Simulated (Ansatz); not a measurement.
Input file:

```yaml
crystal:
  periodic: [false, false, false]
  atoms:
    - {symbol: F, position_ang: [0.129105, 0.078631, 1.388973]}
    - {symbol: Ga, position_ang: [-0.035770, -0.040855, -0.362079]}
    - {symbol: H, position_ang: [0.040851, 1.344036, -1.134060]}
basis:
  gaussian: {orbitals: cc-pVDZ}
magnetization: {spin_polarized: false, initial_magnetization: 1}
correlation: {method: ccsdt_q, electrons: outside_noble_gas}
```

```sh
$ ansatz run in.yaml --threads 1 --pin off --events-out ev --progress --plain --max-ram 2393MiB
```

Output:

```
863 factors; integrals over basis functions are off by at most 2.0e-7 eV
mean field evaluation 1: about -55053.0989 eV, gradient 3.0e1 eV
mean field evaluation 2: about -55053.1178 eV, gradient 3.0e1 eV
mean field evaluation 4: about -55055.1959 eV, gradient 1.7e0 eV
mean field evaluation 8: about -55055.2667 eV, gradient 1.3e-1 eV
mean field evaluation 16: about -55055.1690 eV, gradient 1.7e0 eV
mean field evaluation 32: about -55052.1424 eV, gradient 7.4e-3 eV
mean field -55055.26705609 eV, -2023.2437465109 hartree, gradient 1.2e-6 eV, S^2 0.750000; 1 other end points of the search recorded, 0 dependent functions left out
mean field evaluation 64: about -55055.3325 eV, gradient 8.9e-5 eV
determinant -55055.26705609 eV, -2023.2437465109 hartree, with singles and doubles -55062.14192712 eV, -2023.4963933614 hartree
determinant -55052.14235708 eV, -2023.1289159404 hartree, with singles and doubles -55059.33833520 eV, -2023.3933632587 hartree
15 core orbitals not correlated, not the lowest: weight in the atoms' cores, before any rotation towards them, 0.961 or more for the frozen orbitals, at most 0.045 for the correlated occupied ones
reference -55055.26705609 eV, -2023.2437465109 hartree; 6, 5 occupied and 25, 26 virtual orbitals, 863 factors
second order -6.53385394 eV of doubles, -0.02547808 eV of singles
cycle   1  -6.60094078 eV  change   -4.1e-2 eV  update   8.8e-2
cycle   2  -6.83395585 eV  change   -2.3e-1 eV  update   5.2e-2
cycle   3  -7.00268234 eV  change   -1.7e-1 eV  update   2.6e-2
cycle   4  -7.01687731 eV  change   -1.4e-2 eV  update   1.2e-2
cycle   5  -7.00800379 eV  change    8.9e-3 eV  update   6.8e-3
cycle   6  -7.00983421 eV  change   -1.8e-3 eV  update   2.9e-3
cycle   7  -7.01210787 eV  change   -2.3e-3 eV  update   1.6e-3
cycle   8  -7.01186873 eV  change    2.4e-4 eV  update   7.3e-4
cycle   9  -7.01149566 eV  change    3.7e-4 eV  update   3.7e-4
cycle  10  -7.01171229 eV  change   -2.2e-4 eV  update   1.6e-4
cycle  11  -7.01165531 eV  change    5.7e-5 eV  update   8.3e-5
cycle  12  -7.01165188 eV  change    3.4e-6 eV  update   4.6e-5
cycle  13  -7.01166073 eV  change   -8.8e-6 eV  update   1.6e-5
cycle  14  -7.01165880 eV  change    1.9e-6 eV  update   9.2e-6
cycle  15  -7.01165007 eV  change    8.7e-6 eV  update   6.4e-6
cycle  16  -7.01164672 eV  change    3.3e-6 eV  update   2.4e-6
cycle  17  -7.01164651 eV  change    2.1e-7 eV  update   1.5e-6
cycle  18  -7.01164621 eV  change    3.1e-7 eV  update   6.9e-7
perturbative correction -0.01268671 eV, -0.0004662280 hartree
Total energy: -55062.29138900 eV, -2023.5018859842 hartree
```

Ran on 1 thread of Arm Neoverse V1, shared host: 18 s wall, 0.32 GiB peak host memory.
